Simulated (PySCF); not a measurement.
C4H5F.
SMILES: `F[C@H]1[C@H]2C[C@@H]12`

A linear-response calculation (PySCF, def2-SVPD basis, gas phase, vertical, core orbitals frozen in the response) gave these numbers; the functional is withheld.

Orbital energies (eV): HOMO-3 -11.67, HOMO-2 -10.94, HOMO-1 -10.27, HOMO -9.27, LUMO 1.46, LUMO+1 1.96, LUMO+2 2.05.

| state | E (eV) | f | main configurations (H = HOMO, L = LUMO) |
| --- | --- | --- | --- |
| S1 | 7.58 | 0.0043 | H→L (96%) |
| S2 | 8.17 | 0.018 | H→L+1 (95%) |
| S3 | 8.22 | 0.058 | H→L+2 (92%) |
| S4 | 8.63 | 0.051 | H-1→L (79%) |
| S5 | 8.75 | 0.024 | H→L+3 (91%) |
| S6 | 8.77 | 0.044 | H→L+4 (86%) |

Triplets, Tamm–Dancoff:

| state | E (eV) | λ (nm) | main configurations (H = HOMO, L = LUMO) |
| --- | --- | --- | --- |
| T1 | 6.96 | 178.1 | H→L+4 (83%), H→L+2 (10%) |
| T2 | 7.40 | 167.6 | H→L (92%) |
| T3 | 7.98 | 155.4 | H→L+1 (86%) |
| T4 | 8.09 | 153.3 | H→L+2 (81%), H→L+4 (9%) |

Vertical ionisation energy by ΔSCF with the same functional: 10.24 eV. Mean static polarisability: 43.5 au.

Question: Name the functional.
A. CAM-B3LYP
B. PBE0
C. PBE
D. HF

Answer: A. CAM-B3LYP is range-separated, 19% exact exchange at short range and 65% at long range (ω = 0.33 bohr⁻¹). In this run −ε(HOMO) = 9.27 eV differs from the ΔSCF value by -0.97 eV, and S1 differs from the orbital gap of 10.73 eV by -3.15 eV. The ratio −ε(HOMO)/IP is 0.91. Usual ranges for neutral molecules in this basis: 0.85 to 0.93 with CAM-B3LYP, 0.5 to 0.7 with PBE, 0.7 to 0.83 with PBE0; Hartree–Fock can't fall below 1, since the ion's relaxation only lowers the ΔSCF value.

Level of theory: PySCF, TDDFT CAM-B3LYP/def2-SVPD, vertical, gas phase, core orbitals frozen in the response. Isolated species at its PBE0-D3(BJ)/def2-SVP geometry, gas phase.

Hardware: Arm Neoverse V1, one thread, on a shared host. Cost: 37 s wall.
